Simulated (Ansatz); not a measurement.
Predict the output of the script below (Ansatz's Python interface).

Script `ho_composite.py`:
```python
"""Relax HO cheaply, then refine its energy."""

import itertools

import ansatz as az
from ase.data import atomic_numbers, covalent_radii
import numpy as np

BASIS_SET = "def2-SVP"
XC = "b3lyp"

geometry_ang = [
    ("H", (0.0, 0.0, 0.0)),
    ("O", (0.0, 0.0, 0.92)),
]
ho = az.Crystal.molecule()
for symbol, xyz in geometry_ang:
    ho = ho.atom(symbol, xyz)

model = ho.calculation()
model = model.basis(gaussian=BASIS_SET)
model = model.functional(XC)
model = model.spin("collinear", total=1)
symbols = [site.symbol for site in ho.cartesian_sites]
start = np.array([site.position_ang for site in ho.cartesian_sites], dtype=float)
rep = model.relax(force_tolerance=0.01, max_steps=100).run(threads=1).report
end = np.array(rep["positions_ang"])
# pairs closer than 1.2 times the sum of covalent radii, before or after
radius = [covalent_radii[atomic_numbers[s]] for s in symbols]
span = lambda where, i, j: np.linalg.norm(where[i] - where[j])
bonded = [(i, j) for i, j in itertools.combinations(range(len(symbols)), 2) if min(span(start, i, j), span(end, i, j)) < 1.2 * (radius[i] + radius[j])]
print("pair        before    after (A)")
for i, j in bonded:
    print(f"{symbols[i]}{i}-{symbols[j]}{j}".ljust(10), f"{span(start, i, j):8.4f} {span(end, i, j):8.4f}")

minimum = az.Crystal.molecule()
for symbol, place in zip(symbols, end):
    minimum = minimum.atom(symbol, place.tolist())
at_minimum = minimum.calculation().spin("collinear", total=1)
# MP2 extrapolated to the basis limit, plus the small-basis difference CCSD(T) - MP2
level = lambda method, basis: at_minimum.basis(gaussian=basis).correlation(method).run(threads=1).report
small, large, cluster = level("mp2", "cc-pVDZ"), level("mp2", "cc-pVTZ"), level("ccsd_t", "cc-pVDZ")
corr = lambda each: (each["free_energy_ev"] - each["reference_energy_ev"]) / 27.211386246
mp2_limit = (27 * corr(large) - 8 * corr(small)) / 19
pieces = {"HF / cc-pVTZ": large["reference_energy_ev"] / 27.211386246, "MP2 correlation, DZ-TZ limit": mp2_limit, "CCSD(T) - MP2 / cc-pVDZ": corr(cluster) - corr(small)}
for name, value in pieces.items():
    print(f"{name:32s} {value:14.6f} Ha")
print(f"{'sum':32s} {sum(pieces.values()):14.6f} Ha")
print("T1 diagnostic", round(cluster["correlation"]["coupled_cluster"]["t1_diagnostic"], 4))
```

```console
$ python ho_composite.py
pair        before    after (A)
H0-O1        0.9200   0.9810
HF / cc-pVTZ                         -75.418737 Ha
MP2 correlation, DZ-TZ limit          -0.221330 Ha
CCSD(T) - MP2 / cc-pVDZ               -0.016538 Ha
sum                                  -75.656605 Ha
T1 diagnostic 0.0059
```

Notes:
- Total energies depend on the basis set; only differences at equal settings carry meaning.
- The sum leaves out core correlation, relativity, the Hartree-Fock basis error and zero-point energy; a DZ-TZ extrapolation is rough.
- The run takes the species as open-shell (spin multiplicity 2), which needn't be its ground state.
- b3lyp holds the VWN-RPA fit, as in Gaussian; the form of ORCA and Turbomole is b3lyp5.
- Inner cores stay frozen, so this is valence correlation.
- An extrapolation from small basis sets is rough.
- Timing: 1.6 s on 1 thread of Arm Neoverse V2, with other jobs on the host, peak memory 0.16 GiB.
